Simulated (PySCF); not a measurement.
# doublet SiH4O+: levels of theory compared

We compute a comparison of 5 runs (U-wB97X-V/STO-6G, UB2PLYP/STO-6G, UM06-2X/STO-6G, NEVPT2(3,3)/STO-6G, ROCCSD(T)/STO-6G) of doublet SiH4O+. The job is set up through a Python script.

The calculation is run with PySCF 2.14.0.

2 further runs of the same task are left out: 2 set aside as unsound or not needed.

## (1) The system as given

The species is SiH4O+ (6 atoms), meant as a doublet with charge +1. As SMILES of the parent species, `[H][Si]([H])([H])O`. Geometry: relaxed at GFN2-xTB. That shape belongs to the parent species and isn't relaxed for this state.

Bond lengths: Si1–O2 1.625 Å, O2–H3 0.953 Å, Si1–H4 1.464 Å, Si1–H5 1.464 Å, Si1–H6 1.453 Å. Angles: Si1–O2–H3 122.4°, O2–Si1–H4 110.3°, O2–Si1–H5 110.3°, O2–Si1–H6 101.4°, H4–Si1–H5 108.8°, H4–Si1–H6 112.9°, H5–Si1–H6 112.9°.

## (2) A single-point energy at U-wB97X-V/STO-6G (run 1)

calc.py

```python
from pyscf import gto, dft

mol = gto.M(
    atom='''
Si  -0.059940  -0.114970  -0.407910
O   -0.059540  -0.091910   1.217130
H    0.327320   0.620940   1.717260
H    1.313150  -0.112770  -0.916850
H   -0.760380   1.058380  -0.933190
H   -0.760600  -1.359670  -0.676430
''',
    max_memory=1860,
    spin=1,
    basis='sto-6g',
    charge=1,
    verbose=3,
)

calc0 = dft.UKS(mol)
calc0.xc = 'wb97x-v'
calc0.conv_tol = 1e-10
calc0.nlcgrids.level = 1
calc0.grids.level = 5
calc0.kernel()
if not calc0.converged:
    calc0 = calc0.newton().run(calc0.mo_coeff, calc0.mo_occ)

e_final = calc0.e_tot
print('Final energy', e_final)
```

Run with:

```
$ OMP_NUM_THREADS=1 python calc.py
```

Log:

```text
WARN: HOMO -0.349284799629439 >= LUMO -0.349284799629438

converged SCF energy = -365.355387271383  <S^2> = 0.75481729  2S+1 = 2.0048115
Final energy -365.3553872713829
```

Run time: 37 s. Hardware: 1 thread of Arm Neoverse V1, shared host; peak memory 0.2 GiB.

## (3) The energy at UB2PLYP/STO-6G (run 2)

job.py

```python
from pyscf import gto, dft, mp

system = gto.M(
    atom='''
Si    -0.059940    -0.114970    -0.407910
O     -0.059540    -0.091910     1.217130
H      0.327320     0.620940     1.717260
H      1.313150    -0.112770    -0.916850
H     -0.760380     1.058380    -0.933190
H     -0.760600    -1.359670    -0.676430
''',
    basis='sto-6g',
    spin=1,
    verbose=3,
    max_memory=1860,
    charge=1,
)

mf = dft.UKS(system)
mf.xc = '0.53*HF + 0.47*B88, 0.73*LYP'
mf.conv_tol = 1e-10
mf.grids.level = 5
mf.kernel()
if not mf.converged:
    mf = mf.newton().run(mf.mo_coeff, mf.mo_occ)

pt = mp.MP2(mf, frozen=6).run()
energy = mf.e_tot + 0.27 * pt.e_corr
print('PT2 part  %.8f' % (0.27 * pt.e_corr))
print('E = %.10f Eh' % energy)
```

Run with:

```
$ OMP_NUM_THREADS=1 python job.py
```

Log:

```text
WARN: HOMO -0.341348753099023 >= LUMO -0.341348753099024

converged SCF energy = -365.14832940102  <S^2> = 0.75633179  2S+1 = 2.0063218
E(UMP2) = -365.237224444478  E_corr = -0.0888950434589034
E(SCS-UMP2) = -365.246729315862  E_corr = -0.0983999148425323
PT2 part  -0.02400166
E = -365.1723310628 Eh
```

Wall time 7.2 s (1 thread of Arm Neoverse V1, shared host); peak memory 0.2 GiB.

## (4) A single-point energy at UM06-2X/STO-6G (run 3)

run.py

```python
from pyscf import gto, dft

system = gto.M(
    atom=[
    ('Si', (-0.059940, -0.114970, -0.407910)),
    ('O', (-0.059540, -0.091910, 1.217130)),
    ('H', (0.327320, 0.620940, 1.717260)),
    ('H', (1.313150, -0.112770, -0.916850)),
    ('H', (-0.760380, 1.058380, -0.933190)),
    ('H', (-0.760600, -1.359670, -0.676430)),
],
    charge=1,
    max_memory=1860,
    spin=1,
    basis='sto-6g',
    verbose=3,
)

mf = dft.UKS(system)
mf.xc = 'm06-2x'
mf.conv_tol = 1e-10
mf.grids.level = 5
mf.kernel()
if not mf.converged:
    mf = mf.newton().run(mf.mo_coeff, mf.mo_occ)

e_final = mf.e_tot
print('E = %.10f Eh' % e_final)
```

Run with:

```
$ OMP_NUM_THREADS=1 python run.py
```

Log:

```text
WARN: HOMO -0.342359573113623 >= LUMO -0.342359573113622

converged SCF energy = -365.345338650716  <S^2> = 0.75595445  2S+1 = 2.0059456
E = -365.3453386507 Eh
```

It took 10 s on 1 thread of Arm Neoverse V1, shared host; peak memory 0.21 GiB.

Run 4 isn't shown in full; the table further down has it.

## (5) A single-point energy at ROCCSD(T)/STO-6G (run 5)

job.py

```python
from pyscf import gto, cc

mol = gto.M(
    atom='''
Si      -0.059940      -0.114970      -0.407910
O       -0.059540      -0.091910       1.217130
H        0.327320       0.620940       1.717260
H        1.313150      -0.112770      -0.916850
H       -0.760380       1.058380      -0.933190
H       -0.760600      -1.359670      -0.676430
''',
    max_memory=1860,
    verbose=3,
    charge=1,
    basis='sto-6g',
    spin=1,
)

myscf = mol.ROHF()
myscf.conv_tol = 1e-10
myscf.kernel()
if not myscf.converged:
    myscf = myscf.newton().run(myscf.mo_coeff, myscf.mo_occ)

mycc = cc.CCSD(myscf, frozen=6)
mycc.kernel()
e_t = mycc.ccsd_t()
e_tot = mycc.e_tot + e_t
print(f'total energy: {e_tot:.8f} hartree')
```

Run with:

```
$ OMP_NUM_THREADS=1 python job.py
```

Log:

```text
converged SCF energy = -364.519317149355

WARN: RCCSD method does not support ROHF method. ROHF object is converted to UHF object and UCCSD method is called.

E(UCCSD) = -364.6137076953729  E_corr = -0.09439054601798391
UCCSD(T) correction = -0.00114408862662266
total energy: -364.61485178 hartree
```

Run time: 1.2 s. Hardware: 1 thread of Arm Neoverse V1, shared host; peak memory 0.12 GiB.

## (6) The series

```tsv
run	level	nlc grid	frozen core orbitals	energy (Eh)	HOMO energy (eV)	LUMO energy (eV)	⟨S²⟩	wall time
1	U-wB97X-V/STO-6G	1	–	-365.355387	-17.62	-9.46	0.755	37 s
2	UB2PLYP/STO-6G	–	6	-365.172331	-16.42	-9.35	0.756	7.2 s
3	UM06-2X/STO-6G	–	–	-365.345339	-16.40	-10.64	0.756	10 s
4	NEVPT2(3,3)/STO-6G	–	–	-364.590408	–	–	–	1.3 s
5	ROCCSD(T)/STO-6G	–	6	-364.614852	–	–	0.750	1.2 s
```

## (7) Summary of results

```
                                          quantity          value
                               run 5: total energy  -364.61485 Eh
run 5: correlation energy (6 core orbitals frozen)      -95.5 mEh
                             run 5: (T) correction      -1.14 mEh
          run 5: ⟨S²⟩ of the reference determinant          0.750
                              run 5: T1 diagnostic          0.026
```

In words: Totals of different functionals can't be ranked against each other. In runs 1, 2, 3, 4, 5 the basis is minimal, so the values are rough. All runs together took 57 s, the longest 37 s.
